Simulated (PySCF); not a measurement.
Compound: acetyl chloride, C2H3ClO.
Z-matrix (Å and degrees, PBE0-D3(BJ)/def2-SVP geometry), rows numbered from 1:
```
C 
C   1  1.4946
O   2  1.1818  1  127.72
Cl  2  1.7961  1  111.59  3   179.99
H   1  1.0969  2  109.46  3    -0.14
H   1  1.0996  2  109.48  3  -121.47
H   1  1.0996  2  109.49  3   121.20
```

Computed at PBE0/pcSseg-1 (PySCF, non-relativistic), with Q(17O) = −0.0256 b, Q(35Cl) = −0.0817 b: O3, 17O (I = 5/2): χzz = 9.747 MHz, η = 0.508; Cl4, 35Cl (I = 3/2): χzz = -62.20 MHz, η = 0.279.

**Question.** Where would the pure quadrupole (NQR) lines of 17O at O3 fall for the rigid, isolated species?

**Answer.** From the eigenvalues of H = χ/[4I(2I − 1)] × [3Iz² − I(I + 1) + η(Ix² − Iy²)], steps between neighbouring levels, labelled as for η = 0: ±1/2↔±3/2 1.826 MHz, ±3/2↔±5/2 2.795 MHz (carbonyl oxygen).

**Question.** Find the zero-field quadrupole resonance frequencies of 35Cl at Cl4.

**Answer.** From ν = (|χ|/2)√(1 + η²/3): ν = 31.50 MHz (chlorine bonded to C). For 37Cl the ratio of quadrupole moments, 0.7881, gives 24.83 MHz.

In a crystal, neighbours and librations shift these lines. The basis is small and wasn't made for field gradients, so the couplings can be 20 % off.
